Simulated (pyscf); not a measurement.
**Substitution at O: HO–Sn(OH)(OH)–OH + H• → HO–Sn•(OH)–OH + H₂O**

Gas phase, doublet surface, charge 0. Bonds broken: Sn1–O2. Bonds formed: O2–H10. Single points on ωB97X-D3(BJ)/def2-SVP structures (PySCF, gas phase).

Transition state (Å):

```xyz
10

Sn    -0.2288    -0.0861     0.3052
O      0.0020     1.2412     1.8625
O      1.6004    -0.5794    -0.2198
O     -1.2610     0.8168    -1.1088
O     -1.1343    -1.7938     0.6745
H     -0.8302     1.7235     2.0182
H      2.2128     0.1663    -0.1809
H     -1.7815     0.1836    -1.6217
H     -0.5089    -2.4725     0.9615
H      0.8597     1.9536     2.7463
```

One imaginary mode, 1526i cm⁻¹; descent along it reached the two sides named, in the forms told below.

| bond | change | reactant side (Å) | saddle | product side |
|---|---|---|---|---|
| Sn1–O2 | breaks | 1.961 | 2.059 | 2.453 |
| O2–H10 | forms | 3.2 | 1.423 | 0.976 |

Electronic energies relative to the separated reactants (kJ/mol):

```tsv
level	barrier	reaction energy	reverse barrier
ωB97X-D3(BJ)/def2-TZVP	49.9	-118.1	168.0
PBE/def2-TZVP	-2.1	-148.8	146.7
r²SCAN/def2-TZVP	7.9	-140.8	148.7
B3LYP-D3(BJ)/def2-TZVP	8.7	-151.6	160.3
PBE0-D3(BJ)/def2-TZVP	23.5	-134.5	158.0
M06-2X/def2-TZVP	45.9	-124.2	170.1
ωB97M-D3(BJ)/def2-TZVP	40.2	-135.8	176.0
HF/def2-TZVP	107.9	-98.6	206.5
```

With ωB97M-D3(BJ)/def2-TZVP energies and thermal terms (ideal gas, 1 atm, RRHO with modes under 100 cm⁻¹ raised to 100, one conformer, R ln 2 for chiral ones without a mode under 150 cm⁻¹), in kJ/mol:

| T (K) | ΔH‡ | ΔG‡ | ΔH | ΔG |
|---|---|---|---|---|
| 298 | 38.8 | 62.3 | -118.4 | -132.9 |
| 600 | 37.3 | 86.7 | -123.9 | -145.6 |
| 900 | 35.9 | 111.7 | -130.2 | -155.0 |
| 1200 | 34.6 | 137.2 | -136.2 | -162.4 |

On the product side the descent ends in an adduct with a O–Sn contact (not fully relaxed), 54.4 kJ/mol under the separated species and 222.4 kJ/mol under the saddle at ωB97X-D3(BJ)/def2-TZVP. At PBE this geometry lies under the reactants; that is no barrier but a single point on another level's saddle; such a level's own saddle, if it has one, lies nearer that side and is low. What is counted as broken (O–Sn) persists as a longer contact in the product adduct; parting that adduct is a step of its own. One saddle was located; it need not be the lowest between these sides. The angle at the attacked O is 149°. Elements past Kr carry the def2 core potentials, without spin-orbit coupling.
